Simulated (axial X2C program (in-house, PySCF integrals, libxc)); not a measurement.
**All-electron X2C curves of SiH²⁺**

What are the state, bond length, wavenumber and bond energy of SiH²⁺, and what does spin–orbit coupling change?

The runs use an in-house X2C program for linear molecules on PySCF integrals; all-electron X2C, Si dyall-v3z, H dyall-v3z.

All values are calculated.

### Step 1. Input

The input, task.json:

```json
{"zs": [14, 1], "q": 2, "bas": ["dyall-v3z", "dyall-v3z"], "levels": ["PBE0", "HF", "TPSSh", "M06"], "cc": false, "r0": 1.48, "npts": 10, "nst": 2, "ntry": 6}
```

Keys: zs atomic numbers; q charge; bas basis sets; levels methods (HF also brings MP2); cc coupled cluster on or off; r0 starting distance in Å; npts points asked for on the curve; nst determinants followed; ntry starts of the search.

On the command line:

```console
$ python so2c.py task.json out
```

Spin-free means the one-electron spin-free X2C Hamiltonian; two-component (2c) means X2C with spin–orbit coupling and atomic mean-field two-electron Coulomb and Gaunt terms. Basis: Si dyall-v3z contracted to [8s7p2d1f], H dyall-v3z contracted to [6s2p1d]; Gaussian nuclei, density fitting. Masses: Si 27.977 u, H 1.008 u.

Notation: σ, π±, δ± give the projection m of an orbital's angular momentum (0, ±1, ±2), α and β its spin, Λ and M_S the sums; ω is the projection of a spinor's total angular momentum and Ω the sum. Logs are in hartree.

The results follow Hamiltonian by Hamiltonian and level by level.

### Step 2. Which state to follow

PBE0 moves the distance from 1.480 Å to 1.841 Å and compares determinants there.

Spin-free determinants:

| ΔE (eV) | state | open shells |
| --- | --- | --- |
| 0.00 | M_S = 1/2, Λ = 0 | beyond closed shells: σα |
| 3.92 | M_S = 1/2, Λ = 1 | beyond closed shells: π+α |

Two-component determinants:

```json
{"ΔE (eV)": "0.00", "state": "Ω = 1/2", "open shells": "excess of +ω over −ω: ω = 1/2"}
{"ΔE (eV)": "3.94", "state": "Ω = 3/2", "open shells": "excess of +ω over −ω: ω = 3/2"}
```

### Step 3. PBE0, spin-free

State followed: M_S = 1/2, Λ = 0 (beyond closed shells: σα). The scan is laid around 1.841 Å, a first estimate of the minimum, and this SCF restarts from the orbitals of the search.

Output at 1.841 Å:

```text
spin-free X2C-1e  PBE0
basis functions 63  fitting functions 394  grid points 4355
iter        total energy     max residual
   1       -289.517521573     7.66e-06
   2       -289.517521574     2.72e-06
converged
one-electron -399.81170631  Coulomb 126.80073109  exact exchange -5.03570478  xc functional -15.49500288  nuclear repulsion 4.02416130
```

Along the bond, energies from the lowest point:

| R (Å) | E (eV) | μ (D) | HOMO (eV) | LUMO (eV) | iterations |
| --- | --- | --- | --- | --- | --- |
| 1.602 | 0.0804 | 1.26 | -25.62 | -21.01 | 9 |
| 1.675 | 0.0311 | 1.48 | -25.45 | -20.80 | 9 |
| 1.730 | 0.0117 | 1.64 | -25.31 | -20.62 | 8 |
| 1.786 | 0.0024 | 1.79 | -25.17 | -20.43 | 8 |
| 1.841 | 0.0000 | 1.93 | -25.03 | -20.23 | 2 |
| 1.905 | 0.0033 | 2.08 | -24.84 | -19.99 | 8 |
| 1.970 | 0.0114 | 2.22 | -24.65 | -19.74 | 8 |
| 2.053 | 0.0269 | 2.37 | -24.39 | -19.44 | 9 |
| 2.154 | 0.0520 | 2.53 | -24.04 | -19.09 | 9 |
| 2.301 | 0.0979 | 2.74 | -23.51 | -18.66 | 9 |

Dipoles are positive if H is the positive end and refer to the centre of mass.

Outer orbitals at the reference distance:

```tsv
symmetry	occupied	ε (eV)	atomic character
σα	yes	-30.11	71% Si s, 22% H s, 4% H p
σβ	yes	-28.87	81% Si s, 13% H s, 5% H p
σα	yes	-25.03	42% Si p, 35% H s, 18% Si s
σβ	no	-20.23	56% Si p, 29% H s, 10% Si s
π-α	no	-18.70	98% Si p
π+α	no	-18.70	98% Si p
π+β	no	-18.37	98% Si p
```

PBE0 fields in the half plane through the axis: z from -2.4 to 4.2 Å across, distance from the axis 0.15 to 2.25 Å upwards; Si lies at z = 0 and H at z = 1.841 Å; the ELF is damped to zero where the density is low.

log10 density (e/bohr³). Ten even steps from '0' (-7.31 ) to '9' (1.07 ):
```
12233334443333322211100
22334444444444333322110
23344555555544444332210
33445556665555554433221
34455666666666555443221
34556667776666665543321
34556677877777766544322
44566779997777776554322
```

ELF. Ten even steps from '0' (0.00 ) to '9' (1.00 ):
```
00000000000000000000000
00000012100000000000000
00004788631001100000000
00069999864346873000000
00599999877789999500000
01899993127999999920000
04999921512999999960000
05999908580999999980000
```

Re = 1.837 Å, ωe = 675 cm⁻¹, Be = 5.134 cm⁻¹, De = -1.34 eV, μ = 1.92 D.

### Step 4. HF, spin-free

Output at 1.841 Å:

```text
spin-free X2C-1e  HF
basis functions 63  fitting functions 394  grid points 4355
iter        total energy     max residual
   1       -289.129633021     7.26e-02
   2       -289.135975291     5.87e-03
   3       -289.136456262     2.71e-03
   4       -289.136583548     1.15e-03
   5       -289.136608592     2.54e-04
   6       -289.136609156     1.03e-04
   7       -289.136609269     3.97e-05
   8       -289.136609310     1.60e-05
   9       -289.136609321     3.60e-06
  10       -289.136609321     4.83e-07
converged
one-electron -399.70442545  Coulomb 126.71773269  exact exchange -20.17407786  xc functional 0.00000000  nuclear repulsion 4.02416130
```

Re = 1.786 Å, ωe = 737 cm⁻¹, ωexe = 4.17 cm⁻¹, Be = 5.431 cm⁻¹, De = -1.26 eV, μ = 1.69 D.

### Step 5. TPSSh, spin-free

Output at 1.841 Å:

```text
spin-free X2C-1e  TPSSh
basis functions 63  fitting functions 394  grid points 4355
iter        total energy     max residual
   1       -289.654725002     1.48e-02
   2       -289.655086791     1.54e-03
   3       -289.655113698     9.49e-04
   4       -289.655124037     2.26e-04
   5       -289.655124685     6.38e-05
   6       -289.655124784     1.19e-05
   7       -289.655124787     2.49e-06
   8       -289.655124787     1.18e-07
converged
one-electron -399.78429046  Coulomb 126.77700015  exact exchange -2.01464062  xc functional -18.65735515  nuclear repulsion 4.02416130
```

Re = 1.763 Å, ωe = 937 cm⁻¹, ωexe = 37 cm⁻¹, Be = 5.574 cm⁻¹, De = -1.21 eV, μ = 1.66 D.

### Step 6. M06, spin-free

Output at 1.841 Å:

```text
spin-free X2C-1e  M06
basis functions 63  fitting functions 394  grid points 4355
iter        total energy     max residual
   1       -289.633167625     3.20e-02
   2       -289.634677669     2.46e-03
   3       -289.634715577     7.11e-04
   4       -289.634718669     3.33e-04
   5       -289.634719281     5.59e-05
   6       -289.634719327     1.71e-05
   7       -289.634719331     2.41e-06
   8       -289.634719331     7.26e-07
converged
one-electron -399.88037998  Coulomb 126.87353514  exact exchange -5.43841371  xc functional -15.21362208  nuclear repulsion 4.02416130
```

Re = 1.803 Å, ωe = 823 cm⁻¹, ωexe = 74 cm⁻¹, Be = 5.331 cm⁻¹, De = -1.33 eV, μ = 1.82 D.

### Step 7. MP2, spin-free

Correlated methods: 3 electrons correlated (frozen shells, counted by type: Si 2 s, 1 p; H none), 103 virtual spinors in MP2.

MP2: Re = 1.742 Å, ωe = 805 cm⁻¹, Be = 5.71 cm⁻¹, De = -1.41 eV.

### Step 8. The spin-free curves together

Energy (eV) of the followed determinant, spin-free, from each level's lowest point:

| R (Å) | PBE0 | HF | MP2 | TPSSh | M06 |
| --- | --- | --- | --- | --- | --- |
| 1.602 | 0.080 | 0.050 | 0.034 | 0.055 | 0.083 |
| 1.675 | 0.031 | 0.015 | 0.006 | 0.014 | 0.028 |
| 1.730 | 0.012 | 0.003 | 0.000 | 0.001 | 0.007 |
| 1.786 | 0.002 | 0.000 | 0.002 | 0.000 | 0.000 |
| 1.841 | 0.000 | 0.003 | 0.009 | 0.008 | 0.001 |
| 1.905 | 0.003 | 0.011 | 0.022 | 0.024 | 0.010 |
| 1.970 | 0.011 | 0.025 | 0.038 | 0.047 | 0.023 |
| 2.053 | 0.027 | 0.049 | 0.064 | 0.083 | 0.045 |
| 2.154 | 0.052 | 0.085 | 0.102 | 0.132 | 0.071 |
| 2.301 | 0.098 | 0.150 | 0.169 | 0.208 | 0.104 |

### Step 9. PBE0, 2c

State followed: Ω = 1/2 (excess of +ω over −ω: ω = 1/2). The scan is laid around 1.841 Å, a first estimate of the minimum, and this SCF restarts from the orbitals of the search.

The SCF at the reference distance of 1.841 Å:

```text
two-component X2C + atomic mean field  PBE0
basis functions 63  fitting functions 394  grid points 4355
iter        total energy     max residual
   1       -289.480772617     5.90e-06
   2       -289.480772618     2.28e-06
converged
one-electron -399.71432287  Coulomb 126.77302302  exact exchange -5.03473181  xc functional -15.49197030  nuclear repulsion 4.02416130  atomic mean-field constant -0.03693196
```

Along the bond, energies from the lowest point:

| R (Å) | E (eV) | μ (D) | HOMO (eV) | LUMO (eV) | iterations |
| --- | --- | --- | --- | --- | --- |
| 1.602 | 0.0807 | 1.26 | -25.62 | -21.01 | 9 |
| 1.675 | 0.0313 | 1.48 | -25.44 | -20.80 | 9 |
| 1.730 | 0.0119 | 1.64 | -25.31 | -20.62 | 8 |
| 1.786 | 0.0024 | 1.79 | -25.17 | -20.43 | 8 |
| 1.841 | 0.0000 | 1.93 | -25.02 | -20.23 | 2 |
| 1.905 | 0.0033 | 2.08 | -24.84 | -19.99 | 8 |
| 1.970 | 0.0113 | 2.22 | -24.65 | -19.74 | 8 |
| 2.053 | 0.0267 | 2.37 | -24.39 | -19.44 | 9 |
| 2.154 | 0.0517 | 2.53 | -24.04 | -19.09 | 9 |
| 2.301 | 0.0976 | 2.73 | -23.51 | -18.66 | 9 |

Dipoles are positive if H is the positive end and refer to the centre of mass.

Outer spinors at the reference distance:

```
   ω  occupied  ε (eV)             atomic character  λ mixture
 1/2       yes  -30.11    71% Si s, 22% H s, 4% H p     100% σ
-1/2       yes  -28.87    81% Si s, 13% H s, 5% H p     100% σ
 1/2       yes  -25.02  42% Si p, 35% H s, 18% Si s     100% σ
-1/2        no  -20.23  56% Si p, 29% H s, 10% Si s     100% σ
-1/2        no  -18.71                     98% Si p     100% π
 3/2        no  -18.68                     98% Si p     100% π
 1/2        no  -18.39                     98% Si p     100% π
```

PBE0 fields in the half plane through the axis: z from -2.4 to 4.2 Å across, distance from the axis 0.15 to 2.25 Å upwards; Si lies at z = 0 and H at z = 1.841 Å; the ELF is damped to zero where the density is low.

log10 density (e/bohr³). Ten even steps from '0' (-7.31 ) to '9' (1.07 ):
```
12233334443333322211100
22334444444444333322110
23344555555544444332210
33445556665555554433221
34455666666666555443221
34556667776666665543321
34556677877777766544322
44566779997777776554322
```

ELF. Ten even steps from '0' (0.00 ) to '9' (1.00 ):
```
00000000000000000000000
00000012100000000000000
00004788631001100000000
00069999864346873000000
00599999877789999500000
01899993127999999920000
04999921512999999960000
05999908580999999980000
```

Re = 1.838 Å, ωe = 674 cm⁻¹, Be = 5.131 cm⁻¹, De = -1.33 eV, μ = 1.92 D.

### Step 10. HF, 2c

The SCF at the reference distance of 1.841 Å:

```text
two-component X2C + atomic mean field  HF
basis functions 63  fitting functions 394  grid points 4355
iter        total energy     max residual
   1       -289.092997741     7.27e-02
   2       -289.099337863     5.87e-03
   3       -289.099818796     2.71e-03
   4       -289.099946088     1.15e-03
   5       -289.099971147     2.54e-04
   6       -289.099971726     1.03e-04
   7       -289.099971850     3.95e-05
   8       -289.099971900     1.54e-05
   9       -289.099971915     4.81e-06
  10       -289.099971917     2.65e-06
converged
one-electron -399.60707244  Coulomb 126.69005396  exact exchange -20.17018279  xc functional 0.00000000  nuclear repulsion 4.02416130  atomic mean-field constant -0.03693196
```

Re = 1.787 Å, ωe = 736 cm⁻¹, ωexe = 3.73 cm⁻¹, Be = 5.426 cm⁻¹, De = -1.25 eV, μ = 1.69 D.

### Step 11. TPSSh, 2c

Output at 1.841 Å:

```text
two-component X2C + atomic mean field  TPSSh
basis functions 63  fitting functions 394  grid points 4355
iter        total energy     max residual
   1       -289.617949770     1.48e-02
   2       -289.618311752     1.54e-03
   3       -289.618338678     9.49e-04
   4       -289.618349020     2.26e-04
   5       -289.618349669     6.38e-05
   6       -289.618349767     1.19e-05
   7       -289.618349771     2.48e-06
   8       -289.618349771     1.18e-07
converged
one-electron -399.68693808  Coulomb 126.74932443  exact exchange -2.01425149  xc functional -18.65371397  nuclear repulsion 4.02416130  atomic mean-field constant -0.03693196
```

Re = 1.764 Å, ωe = 937 cm⁻¹, ωexe = 36.9 cm⁻¹, Be = 5.572 cm⁻¹, De = -1.21 eV, μ = 1.66 D.

### Step 12. M06, 2c

Output at 1.841 Å:

```text
two-component X2C + atomic mean field  M06
basis functions 63  fitting functions 394  grid points 4355
iter        total energy     max residual
   1       -289.596424149     3.19e-02
   2       -289.597934071     2.45e-03
   3       -289.597971908     7.03e-04
   4       -289.597974976     3.30e-04
   5       -289.597975577     5.55e-05
   6       -289.597975623     1.71e-05
   7       -289.597975626     2.40e-06
   8       -289.597975626     7.22e-07
converged
one-electron -399.78310798  Coulomb 126.84594185  exact exchange -5.43736278  xc functional -15.21067606  nuclear repulsion 4.02416130  atomic mean-field constant -0.03693196
```

Re = 1.803 Å, ωe = 822 cm⁻¹, ωexe = 73.3 cm⁻¹, Be = 5.328 cm⁻¹, De = -1.32 eV, μ = 1.82 D.

### Step 13. Correlated methods, 2c

Correlated methods: 3 electrons correlated (frozen shells, counted by type: Si 2 s, 1 p; H none), 103 virtual spinors in MP2.

MP2: Re = 1.743 Å, ωe = 804 cm⁻¹, Be = 5.706 cm⁻¹, De = -1.41 eV.

### Step 14. The 2c curves together

Energy (eV) of the followed determinant, 2c, from each level's lowest point:

| R (Å) | PBE0 | HF | MP2 | TPSSh | M06 |
| --- | --- | --- | --- | --- | --- |
| 1.602 | 0.081 | 0.051 | 0.034 | 0.055 | 0.083 |
| 1.675 | 0.031 | 0.015 | 0.006 | 0.014 | 0.028 |
| 1.730 | 0.012 | 0.003 | 0.000 | 0.001 | 0.008 |
| 1.786 | 0.002 | 0.000 | 0.002 | 0.000 | 0.000 |
| 1.841 | 0.000 | 0.003 | 0.009 | 0.007 | 0.001 |
| 1.905 | 0.003 | 0.011 | 0.021 | 0.024 | 0.010 |
| 1.970 | 0.011 | 0.025 | 0.038 | 0.047 | 0.023 |
| 2.053 | 0.027 | 0.048 | 0.064 | 0.083 | 0.044 |
| 2.154 | 0.052 | 0.084 | 0.102 | 0.132 | 0.071 |
| 2.301 | 0.098 | 0.149 | 0.169 | 0.207 | 0.104 |

The whole job took 40 s on 1 thread, shared host.

### Step 15. Constants

Lowest determinant that the search found at its distance, spin-free: M_S = 1/2, Λ = 0 (beyond closed shells: σα).

Lowest determinant that the search found at its distance, 2c: Ω = 1/2 (excess of +ω over −ω: ω = 1/2).

```csv
Hamiltonian,level,Re (Å),ωe (cm⁻¹),De (eV),μ (D)
spin-free,PBE0,1.837,675,-1.34,1.92
spin-free,HF,1.786,737,-1.26,1.69
spin-free,MP2,1.742,805,-1.41,n/a
spin-free,TPSSh,1.763,937,-1.21,1.66
spin-free,M06,1.803,823,-1.33,1.82
2c,PBE0,1.838,674,-1.33,1.92
2c,HF,1.787,736,-1.25,1.69
2c,MP2,1.743,804,-1.41,n/a
2c,TPSSh,1.764,937,-1.21,1.66
2c,M06,1.803,822,-1.32,1.82
```

Dipoles are positive if H is the positive end and refer to the centre of mass.

Time per point (s) on 1 thread, shared host (2c runs); the times are rough: PBE0 0.2, HF 0.091, MP2 0.099, TPSSh 0.38, M06 0.38.

**Reading.** At MP2, going from spin-free to two-component changes Re by +1 mÅ, ωe by -0.2 %; the spin-free picture holds up (part of it comes from the scalar share of the two-electron terms). De moves by 0.00 eV; both De rest on single-determinant atoms, which can miss part of an open shell's spin–orbit lowering. De is negative at PBE0, HF, MP2, TPSSh, M06: there the minimum lies above the ground-state fragments.

De refers to Si+ + H+, each in the lowest determinant found, which need not be this curve's own limit. The state is a single determinant with fixed occupations, the lowest that a limited PBE0 search found. Dissociation energies refer to the lowest single-determinant-based atoms at the same level and basis. Density functionals use the spin component along the axis (collinear). The meta-GGAs lack a current-density term, which matters for open shells with orbital currents, atoms included.
